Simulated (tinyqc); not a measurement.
Worked calculation: Hueckel theory of the pi electrons with the omega technique, for the molecule NC=CCl (SMILES; centres numbered as the heavy atoms are written). One step of it, computed by the program tinyqc.

Task: Energy, charges, bond orders. E = sum n x; q_r = z_r - P_rr; bond order p = P_rs; free valence = sqrt(3) - sum of p over the bonds of the atom.

final x values: 2.311858  1.898333  0.615033  -1.185224

occupations: 2.000000  2.000000  2.000000  0.000000

final P:
```
,1N,2C,3C,4Cl
1N,1.932570,0.257509,-0.250674,0.034122
2C,0.257509,1.016593,0.957305,-0.130307
3C,-0.250674,0.957305,1.068103,0.126849
4Cl,0.034122,-0.130307,0.126849,1.982733
```

Centres:
```
centre,"z_r, pi electrons of the neutral centre",h
1N,2,1.470000
2C,1,0.000000
3C,1,0.000000
4Cl,2,2.170000
```

Bonds:
```
i,j,k
1,2,0.720000
2,3,1
3,4,0.460000
```

Give: pi energy = 6 alpha + this times beta; pi charges; Bond orders and lengths from R = 1.517 - 0.180 p; free valence of the carbons; gap between the highest filled and the next level.

Result:

pi energy = 6 alpha + this times beta = 9.6504

pi charges: 1N 0.0674, 2C -0.0166, 3C -0.0681, 4Cl 0.0173

Bond orders and lengths from R = 1.517 - 0.180 p (angstrom, C-C alone):
```
bond,p,R
1-2,0.2575,-
2-3,0.9573,1.3447
3-4,0.1268,-
```

free valence of the carbons: 2C 0.5172, 3C 0.6479

gap between the highest filled and the next level = 1.8003 |beta|
